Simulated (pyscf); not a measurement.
This saddle point was located with ωB97X-D3(BJ)/def2-SVP in PySCF.

```xyz
10

As    -2.6364    -1.3909     0.4695
In    -1.2747     0.7617     0.4009
H     -1.5504    -2.1006     1.2641
H     -2.0444    -1.8297    -0.8597
H     -1.4550     1.4581    -1.3718
H     -0.8913     2.0680     1.4267
As     1.1929     0.1425    -0.9917
H     -0.4274     0.9908    -1.3446
H      1.7184     0.8071     0.2673
H      0.8594    -1.1652    -0.2983
```
Charge 0, spin multiplicity 1.

Surface: singlet, charge 0. Lowest wavenumbers (cm⁻¹): 1431i, 42, 69, 112, 166.

Which two sides does it connect, and which bonds change?

H₂As–InH₂ (SMILES [AsH2][InH2]) + AsH₃ (SMILES [AsH3]) ⇌ H₂As–InH–AsH₂ (SMILES [AsH2][InH][AsH2]) + H₂ (SMILES [H][H]), a four-centre exchange read from left to right: H–In, As–H broken and As–In, H–H formed. At ωB97M-D3(BJ)/def2-TZVP it lies +1.08 eV from the left side and +1.59 eV from the right (each side as separated species at their lowest minima found). On the reactant side the descent ends in a complex (not fully relaxed), 0.27 eV under the separated species and 1.13 eV under the saddle at ωB97X-D3(BJ)/def2-TZVP. At the saddle there is also a short H–In contact that neither side keeps. At ωB97X-D3(BJ)/def2-TZVP the barrier from the zero used here is 0.86 eV. One saddle was located; it need not be the lowest between these sides. Elements up to Kr have no core potential and no relativistic terms here. Elements past Kr carry the def2 core potentials, without spin-orbit coupling.
